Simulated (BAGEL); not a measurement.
**C2H3F2S (SMILES F[CH]SCF) at UHF/cc-pVDZ (density fitting with qzvpp-jkfit)**

What is the energy change on altering one bond length of C2H3F2S at UHF/cc-pVDZ (density fitting with qzvpp-jkfit)? 

The calculation is run with BAGEL 1.2.2.

24 further runs of the same task are left out: 24 set aside as unsound or not needed.

## (1) Starting point

C2H3F2S has 8 atoms, charge 0, and is taken as a doublet. As SMILES, `F[CH]SCF`. Geometry: relaxed at GFN2-xTB. This is one conformer, not always the lowest.

Bond lengths: F1–C2 1.337 Å, C2–S3 1.722 Å, S3–C4 1.830 Å, C4–F5 1.355 Å, C2–H6 1.082 Å, C4–H7 1.092 Å, C4–H8 1.092 Å. Angles: F1–C2–S3 116.6°, C2–S3–C4 97.4°, S3–C4–F5 111.2°, F1–C2–H6 113.1°, S3–C2–H6 119.9°, S3–C4–H7 107.4°, S3–C4–H8 109.6°, F5–C4–H7 108.5°, F5–C4–H8 108.0°, H7–C4–H8 112.1°.

## (2) The energy at UHF/cc-pVDZ (density fitting with qzvpp-jkfit)

input.json reads:

```json
{ "bagel": [

{
  "title": "molecule",
  "basis": "cc-pvdz.json",
  "df_basis": "qzvpp-jkfit",
  "angstrom": true,
  "geometry": [
    { "atom": "F", "xyz": [    0.769100,   -0.029300,    2.621490 ] },
    { "atom": "C", "xyz": [    0.199810,    0.157960,    1.425790 ] },
    { "atom": "S", "xyz": [    0.487350,   -1.053320,    0.236500 ] },
    { "atom": "C", "xyz": [   -0.126790,   -0.114190,   -1.208950 ] },
    { "atom": "F", "xyz": [    0.725740,    0.883950,   -1.543820 ] },
    { "atom": "H", "xyz": [   -0.770030,    0.632600,    1.487310 ] },
    { "atom": "H", "xyz": [   -0.190700,   -0.810620,   -2.047560 ] },
    { "atom": "H", "xyz": [   -1.094470,    0.332920,   -0.970760 ] }
  ]
},
{ "title": "uhf", "nopen": 1 },
{ "title": "print", "file": "orbitals.molden", "orbitals": true }

]}
```

The basis set cc-pVDZ is read from a file made from the Basis Set Exchange's data (not shown).

Run with:

```
$ BAGEL_NUM_THREADS=1 BAGEL input.json > input.out
```

Log:

```text
* using 1 threads per process

  ===============================================================
  ===============================================================

  *** Geometry ***

  { "atom" : "F", "xyz" : [      1.453388,     -0.055369,      4.953898 ] },
  { "atom" : "C", "xyz" : [      0.377586,      0.298501,      2.694353 ] },
  { "atom" : "S", "xyz" : [      0.920958,     -1.990486,      0.446920 ] },
  { "atom" : "C", "xyz" : [     -0.239598,     -0.215788,     -2.284584 ] },
  { "atom" : "F", "xyz" : [      1.371450,      1.670423,     -2.917397 ] },
  { "atom" : "H", "xyz" : [     -1.455146,      1.195441,      2.810609 ] },
  { "atom" : "H", "xyz" : [     -0.360371,     -1.531850,     -3.869328 ] },
  { "atom" : "H", "xyz" : [     -2.068249,      0.629128,     -1.834471 ] },

  Number of auxiliary basis functions:      486

  Since a DF basis is specified, we compute 2- and 3-index integrals:
    o Being stored without compression. Storage requirement is 0.031 GB

  Number of basis functions:       89
  Number of electrons      :       49

    * METHOD: MOLECULE                             0.24

  *** Open-shell HF ***

  === Nuclear Repulsion ===
   225.1513592959

      * DIIS with orbital gradients will be used.

  === UHF iteration (cc-pvdz.json) ===
      0       -673.61936917          0.02568156           0.14
      1       -673.75739806          0.01667579           0.14
      2       -673.79936005          0.00970342           0.14
      3       -673.82292065          0.00134879           0.14
      4       -673.82437557          0.00046393           0.14
      5       -673.82461453          0.00023796           0.14
      6       -673.82473506          0.00005699           0.14
      7       -673.82474704          0.00002381           0.14
      8       -673.82475007          0.00001229           0.14
      9       -673.82475107          0.00000564           0.14
     10       -673.82475137          0.00000310           0.14
     11       -673.82475148          0.00000176           0.14
     12       -673.82475151          0.00000087           0.14
     13       -673.82475151          0.00000040           0.14
     14       -673.82475152          0.00000017           0.14
     15       -673.82475152          0.00000009           0.14
     16       -673.82475152          0.00000005           0.14
     17       -673.82475152          0.00000002           0.14
     18       -673.82475152          0.00000001           0.14
     19       -673.82475152          0.00000001           0.14
    * SCF iteration converged.

    * S^2 (UHF) is 0.7644

    * Permanent dipole moment:
           (    1.037217,     0.134627,     0.545993) a.u.

    * METHOD: UHF                                  2.98

    * METHOD: PRINT                                0.02

  ===============================================================
```

It took 3.6 s on 1 thread of Arm Neoverse V1, shared host; peak memory 0.12 GiB.

## (3) The distorted shape at the same level

calc.json reads:

```json
{ "bagel": [

{
  "title": "molecule",
  "basis": "cc-pvdz.json",
  "df_basis": "qzvpp-jkfit",
  "angstrom": true,
  "geometry": [
    { "atom": "F", "xyz": [       0.513352,      -0.328729,       2.721947 ] },
    { "atom": "C", "xyz": [      -0.055938,      -0.141469,       1.526247 ] },
    { "atom": "S", "xyz": [       0.231602,      -1.352749,       0.336957 ] },
    { "atom": "C", "xyz": [      -0.382538,      -0.413619,      -1.108493 ] },
    { "atom": "F", "xyz": [       0.725740,       0.883950,      -1.543820 ] },
    { "atom": "H", "xyz": [      -1.025778,       0.333171,       1.587767 ] },
    { "atom": "H", "xyz": [      -0.446448,      -1.110049,      -1.947103 ] },
    { "atom": "H", "xyz": [      -1.350218,       0.033491,      -0.870303 ] }
  ]
},

{
  "title": "uhf",
  "nopen": 1
},

{
  "title": "print",
  "file": "orbitals.molden",
  "orbitals": true
}

]}
```

The basis set cc-pVDZ is read from a file made from the Basis Set Exchange's data (not shown).

Run with:

```
$ BAGEL_NUM_THREADS=1 BAGEL calc.json > calc.out
```

Log:

```text
* using 1 threads per process

  ===============================================================
  ===============================================================

  *** Geometry ***

  { "atom" : "F", "xyz" : [      0.970095,     -0.621208,      5.143734 ] },
  { "atom" : "C", "xyz" : [     -0.105708,     -0.267338,      2.884189 ] },
  { "atom" : "S", "xyz" : [      0.437664,     -2.556325,      0.636756 ] },
  { "atom" : "C", "xyz" : [     -0.722892,     -0.781627,     -2.094748 ] },
  { "atom" : "F", "xyz" : [      1.371450,      1.670423,     -2.917397 ] },
  { "atom" : "H", "xyz" : [     -1.938439,      0.629602,      3.000445 ] },
  { "atom" : "H", "xyz" : [     -0.843664,     -2.097689,     -3.679491 ] },
  { "atom" : "H", "xyz" : [     -2.551542,      0.063289,     -1.644634 ] },

  Number of auxiliary basis functions:      486

  Since a DF basis is specified, we compute 2- and 3-index integrals:
    o Being stored without compression. Storage requirement is 0.031 GB

  Number of basis functions:       89
  Number of electrons      :       49

    * METHOD: MOLECULE                             0.24

  *** Open-shell HF ***

  === Nuclear Repulsion ===
   215.3018059981

      * DIIS with orbital gradients will be used.

  === UHF iteration (cc-pvdz.json) ===
      0       -673.38436554          0.03123156           0.14
      1       -673.54578230          0.02863772           0.14
      2       -673.65350835          0.01819525           0.15
      3       -673.75446133          0.00278950           0.14
      4       -673.76097332          0.00134083           0.15
      5       -673.76238569          0.00052107           0.14
      6       -673.76292071          0.00013947           0.15
      7       -673.76299144          0.00006045           0.14
      8       -673.76301753          0.00003323           0.15
      9       -673.76303581          0.00001822           0.14
     10       -673.76304713          0.00001025           0.15
     11       -673.76305546          0.00000603           0.15
     12       -673.76306052          0.00000476           0.15
     13       -673.76306596          0.00000423           0.14
     14       -673.76307019          0.00000406           0.15
     15       -673.76307599          0.00000396           0.14
     16       -673.76308472          0.00000378           0.14
     17       -673.76309685          0.00000383           0.14
     18       -673.76309559          0.00000374           0.15
     19       -673.76311028          0.00000528           0.14
     20       -673.76310919          0.00000565           0.14
     21       -673.76311558          0.00000405           0.14
     22       -673.76312150          0.00000286           0.15
     23       -673.76313641          0.00000731           0.15
     24       -673.76313260          0.00000272           0.14
     25       -673.76313799          0.00000348           0.15
     26       -673.76314078          0.00000203           0.14
     27       -673.76314219          0.00000113           0.14
     28       -673.76314303          0.00000069           0.14
     29       -673.76314350          0.00000127           0.15
     30       -673.76314356          0.00000068           0.14
     31       -673.76314372          0.00000046           0.14
     32       -673.76314373          0.00000014           0.14
     33       -673.76314374          0.00000010           0.15
     34       -673.76314374          0.00000006           0.14
     35       -673.76314374          0.00000003           0.14
     36       -673.76314374          0.00000001           0.14
     37       -673.76314374          0.00000000           0.15
    * SCF iteration converged.

    * S^2 (UHF) is 0.7757

    * Permanent dipole moment:
           (    1.427987,     0.741376,     0.106686) a.u.

    * METHOD: UHF                                  5.66

    * METHOD: PRINT                                0.02

  ===============================================================
```

It took 6.3 s on 1 thread of Arm Neoverse V1, shared host; peak memory 0.12 GiB.

## (4) Outcome

Level: UHF/cc-pVDZ (density fitting with qzvpp-jkfit).

| quantity | value |
| --- | --- |
| first shape: total energy | -673.82475 Eh |
| first shape: dipole moment | 3.00 D |
| first shape: ⟨S²⟩ | 0.764 |
| distorted shape: total energy | -673.76314 Eh |
| distorted shape: dipole moment | 4.10 D |
| distorted shape: ⟨S²⟩ | 0.776 |
| energy change with the C4–F5 bond stretched from 1.355 to 1.761 Å | 1.676 eV |

In words: With the C4–F5 bond stretched from 1.355 to 1.761 Å the energy rises by 1.68 eV (39 kcal/mol). The first shape isn't relaxed at this level, so the change isn't measured from a minimum.
